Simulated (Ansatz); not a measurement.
For Bi (model structure, started from the graphite type, P6₃/mmc, No. 194, 4 atoms in the cell), PBE (Ansatz, an electronic-structure program, PAW) gives:

```
Quantity               Value
-------------------  -------
lattice parameter a  5.408 Å
c axis length        6.500 Å
```

Q: What does PBE-D3(BJ) in Ansatz (PAW) give for the same quantities?

A: 
- lattice constant a: 5.342 Å (falls by 1.2 %)
- lattice parameter c: 6.338 Å (shrinks by 2.5 %)

Changes are worked out from the printed values.

Unless a cell is named, each level is at its own relaxed cell (PBE 41.15, PBE-D3(BJ) 39.15 Å³/atom).

Levels without +SOC leave out spin–orbit coupling, which shifts energies and cells of such heavy elements.

Ansatz's density-functional and Hartree–Fock values are scalar-relativistic unless marked +SOC, with PAW data made under PBE.

A model structure was made by putting elements into a prototype or built by hand; it is no filed structure, need not be a known phase, and can be a saddle point held by its symmetry.
